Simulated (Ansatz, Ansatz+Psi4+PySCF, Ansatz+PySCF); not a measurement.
```xyz
4

C     0.0000    0.6887   -0.0974
Cl   -1.4844   -0.1717    0.0093
Cl    1.4844   -0.1717    0.0093
H     0.0000    1.7045    0.2679
```

Basis set: cc-pVTZ on H, C; cc-pV(T+d)Z on Cl (spherical functions). Correlated methods keep 11 orbitals frozen. Correlation on ROHF uses semicanonical orbitals with singles. Charge 0, multiplicity 2.

Computed with Ansatz (development build ahead of 0.2.0); each method stands on the lowest determinant of its kind that the runs found.

Task: Give the atomization energy at this shape (free ground-state atoms in the same class of orbitals less the molecule, no zero-point energy) of doublet CHCl2 by ROHF-CCSD(T), ROHF-MP2, UHF-MP2.

Result:

```
      method  atomization energy
ROHF-CCSD(T)       1073.5 kJ/mol
    ROHF-MP2       1110.3 kJ/mol
     UHF-MP2       1112.4 kJ/mol
```
